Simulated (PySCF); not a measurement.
Stepwise substitution at one centre (B Cl-H). Gas-phase values, no solvent. Strings in code marks are SMILES.

Method: PySCF with r2SCAN-D4/def2-TZVP. Excitations are Tamm–Dancoff values on a coarser integration grid. The basis has no diffuse functions, so Rydberg states are missing or too high.

| species | S1 excitation (TDA) (eV) | HOMO–LUMO gap (eV) |
|---|---|---|
| 0 of 3 Cl replaced by H (`ClB(Cl)Cl`) | 5.71 | 5.66 |
| 1 of 3 Cl replaced by H (`B(Cl)Cl`) | 5.86 | 5.79 |
| 2 of 3 Cl replaced by H (`ClB`) | 5.16 | [?] |
| 3 of 3 Cl replaced by H (`B`) | – | 6.29 |

**Question.** Complete the blanks.

**Answer.** 
- 2 of 3 Cl replaced by H (`ClB`), HOMO–LUMO gap (eV): 5.12
